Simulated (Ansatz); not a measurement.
C2F3N, SMILES `[C-]#[N+]C(F)(F)F`, 6 atoms. Charge 0, multiplicity 1. All runs use 4 threads of an Arm Neoverse V1 on a shared host. Correlated methods freeze the cores.

Q: How many basis functions does each run have, and how long does it take in Ansatz? RKS ωB97M-V/def2-QZVPP energy; direct RPA on PBE orbitals/def2-TZVPP energy; RKS PBE-D4/def2-TZVPP energy and forces; RKS BLYP-D4/def2-TZVPP energy; RKS ωB97M-V/def2-SVP energy; RKS BHLYP-D4/def2-TZVPP energy; RKS PBE0-D4/def2-TZVP relaxation (5 steps); RHF-CCSD(T)/def2-SVP energy; RKS PBE0-D4/def2-TZVP frequencies; RKS PBE0-D4/def2-SVP energy; RKS revPBE-D4/def2-TZVPP energy; RKS PBE0-D4/def2-QZVPP energy. (Estimate.)

A: Computed: Other jobs shared the machine, so times are rough.

```json
{"level": "RKS PBE0-D4/def2-SVP", "job": "energy", "functions": "84", "wall time": "0.55 s", "peak host memory (GiB)": "0.4"}
{"level": "RKS revPBE-D4/def2-TZVPP", "job": "energy", "functions": "186", "wall time": "1.1 s", "peak host memory (GiB)": "0.19"}
{"level": "RKS BLYP-D4/def2-TZVPP", "job": "energy", "functions": "186", "wall time": "1.1 s", "peak host memory (GiB)": "0.19"}
{"level": "RKS PBE-D4/def2-TZVPP", "job": "energy and forces", "functions": "186", "wall time": "1.3 s", "peak host memory (GiB)": "0.19"}
{"level": "RKS BHLYP-D4/def2-TZVPP", "job": "energy", "functions": "186", "wall time": "1.6 s", "peak host memory (GiB)": "0.4"}
{"level": "RKS ωB97M-V/def2-SVP", "job": "energy", "functions": "84", "wall time": "2 s", "peak host memory (GiB)": "0.4"}
{"level": "direct RPA on PBE orbitals/def2-TZVPP", "job": "energy", "functions": "186", "wall time": "2.7 s", "peak host memory (GiB)": "0.4"}
{"level": "RHF-CCSD(T)/def2-SVP", "job": "energy", "functions": "84", "wall time": "2.9 s", "peak host memory (GiB)": "0.4"}
{"level": "RKS PBE0-D4/def2-QZVPP", "job": "energy", "functions": "342", "wall time": "3.6 s", "peak host memory (GiB)": "0.97"}
{"level": "RKS ωB97M-V/def2-QZVPP", "job": "energy", "functions": "342", "wall time": "9 s", "peak host memory (GiB)": "1.2"}
{"level": "RKS PBE0-D4/def2-TZVP", "job": "relaxation (5 steps)", "functions": "186", "wall time": "11 s", "peak host memory (GiB)": "0.39"}
{"level": "RKS PBE0-D4/def2-TZVP", "job": "frequencies", "functions": "186", "wall time": "52 s", "peak host memory (GiB)": "0.4"}
```
